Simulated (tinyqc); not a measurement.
Orbital energy against energy difference: ionisation energy by orbital energies and by energy differences in the 6-31g basis, for BH3, spin multiplicity 1. Computed by the program tinyqc with PySCF. The cation is unrestricted; errors are against CCSD(T) in this basis, not against experiment.

Geometry (angstrom):

| atom | x | y | z |
|---|---|---|---|
| B | 0.0000 | 0.0000 | 0.0030 |
| H | 1.1320 | 0.0000 | 0.0000 |
| H | -0.5660 | 0.9810 | 0.0000 |
| H | -0.5660 | -0.9810 | 0.0000 |

CCSD(T) difference in the same basis = 13.0625 eV

IP-EOM-CCSD = 13.0672 eV

First vertical ionisation energy (eV):

| method | -e(HOMO) | E(cation) - E | error of -e(HOMO) | error of the difference |
|---|---|---|---|---|
| HF | 13.7574 | 12.755306 | 0.6950 | -0.3072 |
| LDA | 8.4412 | 13.251250 | -4.6213 | 0.1888 |
| PBE | 8.4635 | 13.156343 | -4.5990 | 0.0939 |
| B3LYP | 9.7662 | 13.399941 | -3.2963 | 0.3375 |
| PBE0 | 10.0080 | 13.336083 | -3.0545 | 0.2736 |
| CAM-B3LYP | 11.4977 | 13.441356 | -1.5648 | 0.3789 |
| LC-wPBE | 13.0165 | 13.522467 | -0.0460 | 0.4600 |

What does the comparison show, and why?

Koopmans errs by +0.69 eV and Delta-HF by -0.31 eV: relaxation, 1.00 eV, lowers the value and the missing correlation difference works against it. The PBE level is off by -4.6 eV through the wrong tail of its potential, though its energy difference is off by +0.09 eV; exact exchange deepens the level, and among the orbital energies LC-wPBE comes closest; among the differences PBE does.
